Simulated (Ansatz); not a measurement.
A made-up structure of CH$_{3}$Mg (charge -1), closed shell:

```csv
atom,x (Å),y (Å),z (Å)
C1,-0.2464,-0.8456,0.1601
Mg2,0.2999,1.0274,-0.2008
H3,-1.2585,-1.1493,0.4564
H4,0.4523,-1.6668,0.3643
H5,-0.7398,-0.8765,1.0978
```

It is relaxed with PBE-D4/def2-SVPD and then PBE0-D4/def2-TZVPD (Ansatz 0.2.0). Atoms count as bonded within 1.22 times the sum of their covalent radii (H–H: 0.88 Å). The end point is not checked to be a true minimum.

Task: Does its bonding change? (Judge from chemistry; the calculation decides.)

Result: By the calculation: Yes. Formed: none; broken: H3–H5.

Where it ends: The first stage lowers the energy by 2.71 eV in 6 steps. It ends as CH₃Mg ([CH3][Mg]), total charge -1:
```xyz
5
angstrom
C -0.3554 -0.8715 0.4454
Mg 0.2975 1.0718 -0.3565
H -1.2882 -1.2226 -0.0281
H 0.3995 -1.6602 0.2855
H -0.5460 -0.8283 1.5314
```

Labels in which every atom is bracketed show which atoms are joined, not bond orders.

For scale, one of the runs: PBE0-D4/def2-TZVPD relaxation, 99 basis functions, launched by `ansatz run in.yaml --threads 2 --pin off --events-out ev --progress --plain --max-ram 4352MiB`. Hardware: 2 CPU threads of an Arm Neoverse V2, shared host. Wall time about 4.9 s.
